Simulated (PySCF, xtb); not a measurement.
Homolysis of single bonds, series B NH2-H. All species are isolated molecules in the gas phase. Strings in code marks are SMILES.

Quantity: homolytic bond dissociation enthalpy at 298 K (no spin–orbit term), in kcal/mol. Thermal and zero-point terms are GFN2-xTB rigid-rotor harmonic values (xtb).

Level 1: M06-2X/def2-TZVP // B3LYP-D3(BJ)/def2-TZVP (PySCF)
Level 2: B3LYP/6-311+G** // B3LYP-D3(BJ)/def2-TZVP (PySCF)
Level 3: SVWN5/6-31G* // B3LYP-D3(BJ)/def2-TZVP (PySCF)
Level 4: HF/6-31G* // B3LYP-D3(BJ)/def2-TZVP (PySCF)

```csv
species,level 2,level 3,level 4
"N–B bond of `NB(N)N`, giving `N[B]N` and `[NH2]`",117.7,141.2,93.8
"N–B bond of `NBN`, giving `[BH]N` and `[NH2]`",123.9,149.0,97.9
"B–N bond of `BN`, giving `[BH2]` and `[NH2]`",138.0,166.7,108.0
```

Question: What does level 1 give for each?

Answer: 
- N–B bond of `NB(N)N`, giving `N[B]N` and `[NH2]`: 124.1
- N–B bond of `NBN`, giving `[BH]N` and `[NH2]`: 129.7
- B–N bond of `BN`, giving `[BH2]` and `[NH2]`: 143.5
